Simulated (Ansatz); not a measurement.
**CHOSi (quartet): wave-function methods side by side at a displaced geometry (v2), cc-pVDZ**

The task here is to estimate one member of a computed series from the others.

The runs use Ansatz 0.2.0, Gaussian basis; cc-pVDZ, core rule «outside noble gas», up to 7 orbitals frozen.

Plan: UHF; CCSD(T) on ROHF; CCSD(T) on UHF; BCCD(T) on ROHF; CISD as a restricted active space (open shells left free, so some higher excitations enter); CCSDT(Q) on ROHF; CCSDT(Q) on UHF.

21 further runs of the same task are left out: 10 that didn't finish, 11 set aside as unsound or not needed. Runs told in other sessions of the task aren't counted.

## The geometry

The geometry is a PBE0/def2-TZVP stationary point (not a proven minimum) with its atoms shifted at random (size 0.100 Å).

4 atoms, charge 0, spin multiplicity 4.

Atoms are counted from 1 here; the program's logs count them from 0.

Bond lengths: C1–O2 1.291 Å, C1–H4 1.078 Å, O2–Si3 1.724 Å. Angles: O2–C1–H4 127.2°, C1–O2–Si3 132.1°.

As a file:

```xyz
4

C     0.08969   -0.29942    1.64132
O    -0.07518    0.37107    0.55043
Si    0.00144   -0.08637   -1.11052
H     0.08455    0.08421    2.64863
```

Set-up of the first run:

Input file in.yaml:

```yaml
crystal:
  periodic: [false, false, false]
  atoms:
    - {symbol: C, position_ang: [0.089692, -0.299416, 1.641324]}
    - {symbol: O, position_ang: [-0.075182, 0.371072, 0.550426]}
    - {symbol: Si, position_ang: [0.001438, -0.086366, -1.110523]}
    - {symbol: H, position_ang: [0.084547, 0.084215, 2.648633]}
basis:
  gaussian: {orbitals: cc-pVDZ}
magnetization: {spin_polarized: true, initial_magnetization: 3}
hamiltonian: {xc: hf}
output: {orbitals: {seedname: orbitals}}
```

Run with:

```console
ansatz run in.yaml --threads 1 --pin off --events-out ev --progress --plain --max-ram 2393MiB
```

Among the steps run: UHF; CCSD(T) on ROHF; CCSD(T) on UHF; BCCD(T) on ROHF; CISD as a restricted active space (open shells left free, so some higher excitations enter); CCSDT(Q) on ROHF; CCSDT(Q) on UHF.

One of the session's tables, all rows but one given; the rest of the session is left out.

It belongs to the step «Misses and costs». 

```
   method  from UCCSDT(Q) (meV)
     ROHF              +10446.2
      UHF              +10181.6
     RMP2                     ?
     UMP2               +1250.8
     CISD               +1413.7
    RCCSD                +383.1
    UCCSD                +377.6
 RCCSD(T)                 +71.0
 UCCSD(T)                 +70.3
  BCCD(T)                 +62.1
   RCCSDT                 +32.2
   UCCSDT                 +31.6
RCCSDT(Q)                  +8.2
UCCSDT(Q)                     0
```

Q: Estimate the row for RMP2 from the others.

**Answer.** from UCCSDT(Q) (meV): +1244.2. In the column «from UCCSDT(Q) (meV)» it lies between RCCSD (+383.1) and UMP2 (+1250.8).

Caveats from the session: Restricted and unrestricted rows rest on different reference determinants; a gap between their highest levels can come from leftover correlation error, from unlike frozen cores or from another state.
